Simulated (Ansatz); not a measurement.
For α-phase Ga, PBE (Ansatz, an electronic-structure program, plane waves, PAW) gives:

* **volume per atom**: 20.29 Å³/atom
* **bulk modulus B0**: 48.4 GPa
* **cohesive energy**: 2.63 eV/atom

Q: What does r²SCAN+rVV10 (Ansatz, plane waves, PAW) give for the same quantities?

A: 
- equilibrium volume per atom: 18.93 Å³/atom (decreases by 6.7 %)
- bulk modulus: 66.8 GPa (grows by 38 %)
- cohesive energy: 3.03 eV/atom (rises by 0.40 eV/atom)

For comparison: cohesive energy 2.81 eV/atom (measured, 0 K, copied from a table, unchecked, 0 K, 1 atm; zero-point vibration energy not added; as tabulated in Kittel's textbook).

Changes are worked out from the printed values.

Unless a cell is named, each level is at its own relaxed cell (PBE 20.29, r²SCAN+rVV10 18.93 Å³/atom).

Ansatz's density-functional and Hartree–Fock values are scalar-relativistic unless marked +SOC, with PAW data made under PBE.
